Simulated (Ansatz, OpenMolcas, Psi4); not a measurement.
# How methods differ on NO2F (nitryl fluoride)

NO2F: 4 atoms, total charge 0, spin state singlet. SMILES: `O=[N+]([O-])F`. Geometry: relaxed at PBE0-D4/def2-TZVP.

Quantity: the atomisation enthalpy at 298 K, in kJ/mol. The values are calculated. The thermal term (zero-point and 298 K enthalpy, harmonic and unscaled) is that of PBE0-D4/def2-TZVP; the spin-orbit lowering of the free atoms at 298 K, 2.1 kJ/mol by their spectra, is taken off.

**The experiment to reproduce.** NIST-JANAF tables gives the atomisation enthalpy at 298 K of the gas as 1159 kJ/mol.

```tsv
level	kind	program	value (kJ/mol)	computed − measured	CPU time (all runs)
HF/cc-pVTZ	Hartree–Fock	Psi4	244	-915	31 s
SVWN5/cc-pVTZ	LDA	OpenMolcas	1713	+554	43 s
PBE/cc-pVTZ	GGA	OpenMolcas	1388	+229	52 s
TPSS/cc-pVTZ	meta-GGA	OpenMolcas	1232	+73	67 s
B3LYP/cc-pVTZ	global hybrid	OpenMolcas	1183	+24	50 s
MP2/cc-pVTZ	perturbation theory	Psi4	1210	+51	24 s
FCI/STO-3G	exact in the basis	Ansatz	431	-728	7.2 s
```

Nearest: B3LYP/cc-pVTZ (+24 kJ/mol); farthest: HF/cc-pVTZ (-915 kJ/mol). Computed less measured by kind, in kJ/mol (of the ab initio rows, those in cc-pVTZ): Hartree–Fock -915; LDA +554; GGA +229; meta-GGA +73; global hybrid +24; perturbation theory +51. High-level rows in very small sets aren't better than simpler rows in larger ones. CPU times are rough (shared hosts, several kinds of processor and program).
